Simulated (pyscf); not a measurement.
A first-order saddle from PySCF, ωB97X-D3(BJ)/def2-SVP:

```xyz
9

Li     2.0569    -0.1626    -1.7563
O      1.0404     0.2390    -0.4736
C      0.8455     0.0648     1.0415
C     -0.4643     0.7089     1.2461
H      1.7189     0.5573     1.5051
H      0.8981    -1.0248     1.2183
H      0.1023     0.7239    -0.4022
H     -1.2775     0.0331     1.5509
H     -0.4471     1.6263     1.8534
```
Charge 0, spin multiplicity 1.

Surface: singlet, charge 0. Lowest wavenumbers (cm⁻¹): 642i, 20, 119, 331, 630.

### Question
What reaction is this the transition state of?

### Answer
Li–O–CH₂–CH₃ ⇌ Li–OH + ethylene (H₂C=CH₂), an elimination read from left to right: C–O, C–H broken and H–O formed. At CCSD(T)/def2-TZVPP + ΔMP2(QZVPP) it lies +259.8 kJ/mol from the left side and +194.6 kJ/mol from the right (each side as separated species at their lowest minima found). One saddle was located; it need not be the lowest between these sides. The CCSD(T) − MP2 part came from Ansatz, without density fitting, on the same reference. The frozen core leaves the outer d or s,p core shells of the metals and heavy elements correlated in the MP2 and CC values, and def2-TZVPP describes them poorly, which can shift differences by a few kcal/mol.
